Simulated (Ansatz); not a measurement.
Molecule: C2H7S, net charge 1, singlet state. It need not be the lowest isomer of its formula. 
Structure (B3LYP-D3(BJ)/def2-TZVP (Ansatz, a quantum-chemistry and plane-wave program) minimum search):
SMILES: C[SH+]C
```xyz
10

C     -0.0842     1.4274    -0.5119
S      0.1772    -0.0007     0.5718
C     -0.0997    -1.4270    -0.5104
H     -0.0902     2.3104     0.1250
H      0.7717     1.4645    -1.1836
H     -1.0160     1.3249    -1.0616
H     -0.1153    -2.3091     0.1275
H     -1.0303    -1.3149    -1.0601
H      0.7557    -1.4741    -1.1820
H     -1.0072     0.0061     1.2198
```
Charge +1, spin multiplicity 1.

Parts of the frozen-core correlation energy in 6-31G* (Ansatz, hartree). Frozen orbitals: 7; correlated occupied orbitals by spin: 10 and 10; virtual: 46 and 46. No spin-orbit coupling. No relativistic terms.

```csv
term,value
reference (HF),-477.05624
MP2 opposite-spin,-0.29621
MP2 same-spin,-0.08511
CCSD correlation,-0.42882
(T),-0.01179
T1 diagnostic,0.009
largest doubles amplitude,0.035
```
